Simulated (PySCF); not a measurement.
Species, as SMILES: FCF.
Geometry (B3LYP-D3(BJ)/def2-TZVP, fixed):
```xyz
5

C      0.0044     0.0053     0.5043
F     -0.0170     1.1024    -0.3021
F      0.0119    -1.1085    -0.2792
H     -0.9025    -0.0002     1.1113
H      0.9218     0.0234     1.0951
```
Charge 0, spin multiplicity 1.

Basis-set convergence of the mean static polarisability at HF with PySCF. All functions are spherical. Density fitting with generated auxiliary sets. In sets without p functions on hydrogen, species with hydrogen take exact integrals. No added dispersion term, no relativity. Reference: the value in d-aug-cc-pVTZ, 16.18 bohr³, itself unsure by roughly 0.5 % (its mean distance from aug-pcseg-2, aug-cc-pVTZ). Deviations are taken from unrounded values.

```csv
basis,functions,mean static polarisability (bohr³)
6-31G*,46,12.24
6-31+G*,58,13.84
cc-pVDZ,52,11.84
aug-cc-pVDZ,87,15.76
def2-SVP,52,11.68
def2-SVPD,82,15.70
pcseg-1,52,12.05
aug-pcseg-1,87,15.94
6-311G**,66,12.14
6-311+G**,78,13.58
def2-TZVP,105,14.25
def2-TZVPD,135,16.08
cc-pVTZ,118,13.99
aug-cc-pVTZ,184,16.10
pcseg-2,118,14.37
aug-pcseg-2,184,16.10
def2-TZVPP,121,14.47
def2-TZVPPD,151,16.13
def2-QZVPP,231,15.36
def2-QZVPPD,261,16.15
```

What the diffuse functions change, pair by pair:
- 6-31G* to 6-31+G*: 12 more functions, deviation -24.4 to -14.5 %
- cc-pVDZ to aug-cc-pVDZ: 35 more functions, deviation -26.8 to -2.6 %
- def2-SVP to def2-SVPD: 30 more functions, deviation -27.8 to -3.0 %
- pcseg-1 to aug-pcseg-1: 35 more functions, deviation -25.6 to -1.5 %
- 6-311G** to 6-311+G**: 12 more functions, deviation -25.0 to -16.1 %
- def2-TZVP to def2-TZVPD: 30 more functions, deviation -12.0 to -0.7 %
- cc-pVTZ to aug-cc-pVTZ: 66 more functions, deviation -13.6 to -0.5 %
- pcseg-2 to aug-pcseg-2: 66 more functions, deviation -11.2 to -0.5 %
- def2-TZVPP to def2-TZVPPD: 30 more functions, deviation -10.6 to -0.4 %
- def2-QZVPP to def2-QZVPPD: 30 more functions, deviation -5.1 to -0.2 %

They bring the value nearer the reference by more than 0.5 % in 10 of 10 pairs.
